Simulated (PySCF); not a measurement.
Molecule: `C(#C)C=S`, C3H2S.

Geometry (Å), atoms numbered from 1 in this order:
```xyz
6

C     1.5421   -0.1995   -0.0604
C     0.3599    0.0315   -0.0065
C    -1.0161    0.2414    0.0490
S    -2.1107   -0.9564   -0.0882
H     2.5750   -0.3824   -0.1055
H    -1.3470    1.2674    0.1900
```

Frames of a GFN2-xTB Langevin trajectory at 300 K; GIAO PBE0/pcSseg-1 shieldings in PySCF, gas phase, non-relativistic; equivalent atoms averaged within each frame.

References, each an isolated molecule treated in the same way: $^{13}$C (σref 186.93) and $^{1}$H (σref 31.72) vs TMS; $^{33}$S (σref 503.73) vs CS2. The references are static minima.

How do the shifts (ppm) fluctuate along the trajectory?

Answers


| time (fs) | C3 | C1 | C2 | S4 | H6 | H5 |
| --- | --- | --- | --- | --- | --- | --- |
| optimised geometry | 238.6 | 110.7 | 91.8 | 1424 | 10.84 | 4.72 |
| 250 | 230.1 | 105.3 | 92.5 | 1344 | 10.12 | 4.71 |
| 425 | 226.4 | 101.6 | 96.4 | 1301 | 10.53 | 3.80 |
| 625 | 261.2 | 116.3 | 91.4 | 1722 | 12.24 | 5.42 |
| 800 | 231.7 | 113.7 | 100.3 | 1290 | 11.50 | 5.60 |
| 1000 | 228.7 | 115.0 | 93.4 | 1395 | 10.04 | 6.13 |
| mean of frames | 235.6 | 110.4 | 94.8 | 1411 | 10.89 | 5.13 |
| standard deviation | 14.4 | 6.5 | 3.6 | 179 | 0.95 | 0.90 |

5 frames give an uncertainty of the mean of about the standard deviation over 2.2 at best, since frames this close in time may not be independent; classical motion lacks zero-point vibration, and the reference would need the same averaging.
